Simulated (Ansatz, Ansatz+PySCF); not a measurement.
```yaml
atoms:
  - { symbol: C, position_ang: [0.0010, -0.0253, 0.0431] }
  - { symbol: C, position_ang: [0.8453, 0.8902, 0.9151] }
  - { symbol: C, position_ang: [0.8940, -0.9083, -0.9265] }
  - { symbol: C, position_ang: [-0.8975, 0.8371, -0.8730] }
  - { symbol: C, position_ang: [-0.8736, -0.8530, 0.8461] }
  - { symbol: H, position_ang: [0.3215, 1.5526, 1.5348] }
  - { symbol: H, position_ang: [1.5377, 0.2280, 1.5496] }
  - { symbol: H, position_ang: [1.4850, 1.5416, 0.2670] }
  - { symbol: H, position_ang: [0.2391, -1.5610, -1.5125] }
  - { symbol: H, position_ang: [1.5217, -0.2358, -1.5620] }
  - { symbol: H, position_ang: [1.4860, -1.5205, -0.2831] }
  - { symbol: H, position_ang: [-1.4876, 0.2568, -1.5398] }
  - { symbol: H, position_ang: [-1.5706, 1.5654, -0.2862] }
  - { symbol: H, position_ang: [-0.2957, 1.5783, -1.5426] }
  - { symbol: H, position_ang: [-1.5488, -1.5642, 0.3117] }
  - { symbol: H, position_ang: [-0.2656, -1.5272, 1.4850] }
  - { symbol: H, position_ang: [-1.5459, -0.2995, 1.5756] }
```

RHF-MP2 on singlet C₅H₁₂ was run in several spherical basis sets with Ansatz (development build ahead of 0.2.0). Frozen core: 5 orbitals. Caution for RHF-MP2: no unrestricted run beside it, a lower state can exist.

(1) Rank the basis sets by the total energy that they give, lowest first, with the distance from the lowest.
A. STO-3G
B. 6-31G
C. def2-SVP
D. 6-31G(d)
E. cc-pVDZ

## Answers

(1) E (0.00 eV), D (2.61 eV), C (4.15 eV), B (9.99 eV), A (75.84 eV).

Totals follow the description of the cores as much as that of the bonds, so this order isn't one of quality for chemistry.
